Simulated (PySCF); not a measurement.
Molecule: Ethenylcyclopropane (SMILES C=CC1CC1).

Bonds (- single, = double, # triple, : aromatic): C1=C2 1.335 Å, C2-C3 1.482 Å, C3-C4 1.498 Å, C4-C5 1.498 Å, C5-C3 1.511 Å. C1 carries H6, H7; C2 carries H8; C3 carries H9; C4 carries H10, H11; C5 carries H12, H13. H11, H12 are cis to C2 on the ring; H6 is cis to C3; H10, H13 are trans to C2 on the ring; H7 is trans to C3.

Geometry PBE0-D3(BJ)/def2-SVP throughout; GIAO in PySCF, gas phase, one conformer, non-relativistic; equivalent atoms averaged; functional PBE0.

Task: How do the absolute shieldings σ depend on the basis set? (a selection of nuclei; ppm; last column core-seconds on 1 thread of an x86-64 server CPU, shared host)

Result: 
```
    basis set  functions     C2     C1  C4/C5     H8     H7     H6     H9  H10/H13  H11/H12  core-s
       STO-3G         33  121.8  130.3  219.3  26.96  27.35  27.64  31.48    31.82    31.90     3.4
        6-31G         61   63.0   87.9  191.4  26.01  27.25  27.23  31.22    31.82    31.87     5.5
       6-31G*         86   60.7   85.1  186.8  25.60  26.97  27.02  30.65    31.32    31.37     8.8
     def2-SVP        110   54.8   81.6  187.4  25.08  26.38  26.40  30.26    30.93    31.00     8.5
     pcSseg-1        125   35.6   65.4  177.7  24.78  26.09  26.13  30.06    30.70    30.83      15
6-311+G(2d,p)        183   39.3   70.6  180.1  24.86  26.39  26.40  30.20    30.98    31.05      23
    def2-TZVP        203   38.0   69.9  180.4  24.83  26.34  26.37  30.17    30.92    30.98      28
     pcSseg-2        292   30.4   63.1  177.1  24.56  26.07  26.09  29.91    30.67    30.76      64
```

Task: Which nucleus among those listed moves most, in ppm?

Result: C2 (alkene CH): from 30.4 ppm with pcSseg-2 to 121.8 ppm with STO-3G. The smallest spread is 1.15 ppm, at H11/H12. Proton shifts span only some 12 ppm, so a few tenths of a ppm matter as much there as several ppm in carbon.

Task: Taking the largest basis, pcSseg-2 (292 functions), as the yardstick, rank the others by their worst heavy-atom deviation.

Result: pcSseg-1 5.2 ppm (125 functions), def2-TZVP 7.6 ppm (203 functions), 6-311+G(2d,p) 8.9 ppm (183 functions), def2-SVP 24.4 ppm (110 functions), 6-31G* 30.3 ppm (86 functions), 6-31G 32.6 ppm (61 functions), STO-3G 91.4 ppm (33 functions).

A small basis that lands close on one nucleus may do so by chance; judge by the trend and by all nuclei.
